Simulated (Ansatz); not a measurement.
[SiH₃···H···NH], triplet along the distance Si1-H5

Starting geometry:

```xyz
7

Si   -0.9369    0.0215    0.0000
H    -1.4318    1.4212    0.0000
H    -1.4318   -0.6784    1.2122
H    -1.4318   -0.6784   -1.2122
H     0.5477    0.0215    0.0000
N     1.9861    0.0215    0.0000
H     2.2552   -0.9828    0.0000
```

From there H5 is moved from one fragment to the other while all else, the fragments' distance too, stays fixed; atoms are numbered as listed. Energies are in kJ/mol, counted from the starting geometry at the same level.

Basis cc-pVDZ; Ansatz 0.2.0. Only valence electrons are correlated (noble-gas cores frozen). Prefix R: restricted or restricted open-shell reference; prefix U: unrestricted.

Full CI isn't at hand for all of this; UCCSDT(Q) serves as the reference, and is uncertain by about the last step of the cluster series. The frozen core follows each run's orbitals, which can shift R against U totals by a few meV.

```
distance Si1-H5 (Å)  UCCSDT(Q)  error RHF  error UMP2  error RCCSD(T)  error UCCSD(T)  error RCCSDT  error UCCSDT
              1.485        0.0        0.0         0.0             0.0             0.0           0.0           0.0
              1.542       -0.3       11.3         0.8             0.2             0.2           0.1           0.1
              1.655       -2.3       34.5         0.5             0.4             0.5           0.3           0.3
              1.769      -12.0       33.9        -4.6             0.2             0.3           0.3           0.3
              1.883      -17.6       16.2        -9.8             0.0             0.0           0.1           0.2
```

Errors are those of relative energies. In total energy the starting point itself misses UCCSDT(Q) by: RHF 794.0, UMP2 150.1, RCCSD(T) 3.8, UCCSD(T) 3.7, RCCSDT 0.9, UCCSDT 0.8 kJ/mol.

Spread of the error over the points with a reference, to 1.883 Å (largest less smallest): UCCSDT 0.3, RCCSDT 0.3, RCCSD(T) 0.4, UCCSD(T) 0.5, UMP2 10.7, RHF 34.5 kJ/mol.
